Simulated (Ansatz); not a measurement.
System: Ga2S3 (Cc, No. 9). Method: r²SCAN (plane waves, PAW; Ansatz, a program for electronic structure).

Settings: plane-wave cutoff 560 eV, 6×6×6 k mesh, Fermi–Dirac smearing 0.01 eV, scalar-relativistic PAW data made under PBE.

Computed at the level's own relaxed cell.

### Question
Give the computed band gap.

### Answer

- band gap: 2.33 eV (on the SCF k mesh)

Spin–orbit coupling is not included.

The computed numbers hold no vibrational or temperature effects.
